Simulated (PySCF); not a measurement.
Potential energy surface of HF2 (anion, charge -1), singlet: collinear F-H-F surface. Scanned: F-H distance and H-F distance.

Cartesian coordinates as functions of the variables (Å; names that start with a are angles):
```
F  0  0  -r1
H  0  0  0
F  0  0  r2
```

Level of theory: PySCF 2.14.0 with r2SCAN/def2-TZVPD.

Energy in kJ/mol above the lowest grid point; x is the F-H distance (Å), y the H-F distance (Å).

```
y \ x   0.81   0.89   0.97   1.05   1.14   1.24   1.34   1.46   1.63   1.83   2.09   2.46   2.75
-----  -----  -----  -----  -----  -----  -----  -----  -----  -----  -----  -----  -----  -----
2.75   185.5  135.5  132.4  155.1  196.3  249.5  303.2  363.2  436.3  504.9  571.1  632.8  663.0
2.46   171.7  120.2  115.5  136.4  175.5  226.4  278.2  336.3  407.7  475.3  540.9  602.5  632.8
2.09   149.1   94.4   86.0  103.2  137.9  184.1  231.7  285.7  352.9  417.3  480.6  540.9  571.1
1.83   131.8   72.6   59.6   72.1  101.7  142.6  185.5  234.9  297.1  357.4  417.3  475.3  504.9
1.63   122.1   56.9   37.9   44.6   68.1  103.0  140.8  185.0  241.6  297.1  352.9  407.7  436.3
1.46   123.1   49.4   22.3   21.5   37.4   65.1   96.8  135.1  185.0  234.9  285.7  336.3  363.2
1.34   135.5   52.6   17.0    8.6   17.1   38.0   64.0   96.8  140.8  185.5  231.7  278.2  303.2
1.24   159.8   65.9   20.6    3.8    4.4   17.9   38.0   65.1  103.0  142.6  184.1  226.4  249.5
1.14   205.3   96.0   37.6    9.7    0.0    4.4   17.1   37.4   68.1  101.7  137.9  175.5  196.3
1.05   274.8  146.4   72.1   31.3    9.7    3.8    8.6   21.5   44.6   72.1  103.2  136.4  155.1
0.97   371.6  220.4  127.7   72.1   37.6   20.6   17.0   22.3   37.9   59.6   86.0  115.5  132.4
0.89   517.6  336.6  220.4  146.4   96.0   65.9   52.6   49.4   56.9   72.6   94.4  120.2  135.5
0.81   737.4  517.6  371.6  274.8  205.3  159.8  135.5  123.1  122.1  131.8  149.1  171.7  185.5
```

Points that lie below all their neighbours on the grid: x = 1.14, y = 1.14 (0.0 kJ/mol).
